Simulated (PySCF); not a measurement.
# Partial charges of amide anion

Species: amide anion, NH2 (charge -1).
Structure used (PBE0-D3(BJ)/def2-SVP), in Å, numbered top down from 1:
```xyz
3
NH2 angstrom
N      0.019    0.434    0.012
H     -0.788   -0.240   -0.030
H      0.775   -0.296   -0.028
```

Density: PBE0/pcSseg-1 (PySCF); schemes: Mulliken, IAO, Hirshfeld and ESP-fitted. Isolated species at its PBE0-D3(BJ)/def2-SVP geometry, gas phase. The pcSseg-1 basis has no diffuse functions, a weakness for an anion. The HOMO energy is positive at this level (+3.52 eV), so the outermost electrons may be held by the finite basis alone.

What partial charge does each atom carry?

In e; atoms taken as equivalent share a row and are averaged (×n: the atom named and its like, n in all):

```
 atom             environment  Mulliken     IAO  Hirshfeld  ESP-fitted
   N1  nitrogen bonded to 2 H    -0.981  -1.165     -0.820      -1.302
H2/H3            N–H hydrogen    -0.009  +0.083     -0.090      +0.151
```

Mean size of the charges over all atoms: ESP-fitted 0.534 e, IAO 0.444 e, Mulliken 0.333 e, Hirshfeld 0.333 e. Each set sums to the total charge, -1, to within 0.001 e. The ESP scheme fits charges at the nuclei, held to the total charge, to the electrostatic potential on points at 1.4 to 2.0 times the van der Waals radii. The Mulliken scheme gives each basis function's population to the atom it is centred on and halves the overlap population of two atoms between them.

Lowest charge. All schemes agree: Mulliken N1 (-0.981); IAO N1 (-1.165); Hirshfeld N1 (-0.820); ESP-fitted N1 (-1.302).

Highest charge. All schemes agree: Mulliken H2/H3 (-0.009); IAO H2/H3 (+0.083); Hirshfeld H2/H3 (-0.090); ESP-fitted H2/H3 (+0.151).

How many electrons does the ESP-fitted scheme count on N1?

Z − q = 7 − (-1.302) = 8.302.

Sum the charges by element, for elements with more than one atom.

| element | atoms | Mulliken | IAO | Hirshfeld | ESP-fitted |
| --- | --- | --- | --- | --- | --- |
| H | 2 | -0.019 | +0.165 | -0.180 | +0.302 |
